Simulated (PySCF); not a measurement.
HN₂, SMILES [NH+]#N, charge +1. Atoms are numbered in the order given.

```xyz
3

N      0.0000     0.0000     0.6484
N      0.0000     0.0000    -0.4376
H      0.0000     0.0000    -1.4754
```
Charge +1, spin multiplicity 1.

Coordinates come from a B3LYP-D3(BJ)/def2-TZVPD optimisation. The isomer is the one that the SMILES or the coordinates give; other isomers of the formula were not compared.

Computed with B3LYP/pcJ-2 run with PySCF.

Isotropic couplings with Fermi-contact, spin-dipole and both spin-orbit terms, one fixed conformer, no vibrational averaging. Isotopes: 14N, 1H.

Computed spin–spin coupling constants:
```csv
pair,bonds apart,J (Hz)
N2–H3,1,118.6
N1–H3,2,4.0
```
